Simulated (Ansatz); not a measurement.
System: bcc Na. Method: LDA in Ansatz (plane waves, PAW).

Run with plane-wave cutoff 520 eV, 18×18×18 k mesh, Fermi–Dirac smearing 0.05 eV, scalar-relativistic PAW data made under PBE.

Pressure at four volumes; x = ln(V/33.287 Å³). One pressure is withheld.

| V (Å³/atom) | x | P (GPa) |
|---|---|---|
| 31.290 | -0.0619 | 0.634 |
| 33.287 | 0.0000 | -0.001 |
| 34.619 | 0.0392 | -0.334 |
| 35.284 | 0.0583 | ? |

Q: Pass a parabola P(x) through the three rows shown, estimate the bulk modulus and its pressure derivative near zero pressure, and predict the withheld pressure.

A: Slopes between the rows: (-0.001 − (0.634))/(0.0000 − (-0.0619)) = -10.26 and (-0.334 − (-0.001))/(0.0392 − (0.0000)) = -8.49 GPa. Their difference over the span 0.1011 is c = 1.77/0.1011 = 17.5 GPa, so P(x) = 0.634 + (-10.26)(x − (-0.0619)) + 17.5 (x − (-0.0619))(x − (0.0000)). At the middle row B = −dP/dx = −[-10.26 + 17.5 × 0.0619] = 9.2 GPa, and B′ = dB/dP = 2c/B = 3.8. At x = 0.0583 the parabola gives -0.477 GPa; the run gives -0.478 GPa. The Birch–Murnaghan fit to the energies at all volumes has B0 = 9.14 GPa and B′ = 3.7.

Measured, for comparison: bulk modulus 7.9 GPa (0 K value with the zero-point phonon effect removed, our sources range from 7.63 to 7.91; as tabulated in Mejia-Rodriguez and Trickey (2018), arXiv:1807.09216). Computed (rounded) less measured: bulk modulus +16 % (+16 % to +20 % over the range).

Ansatz is a program for electronic structure.
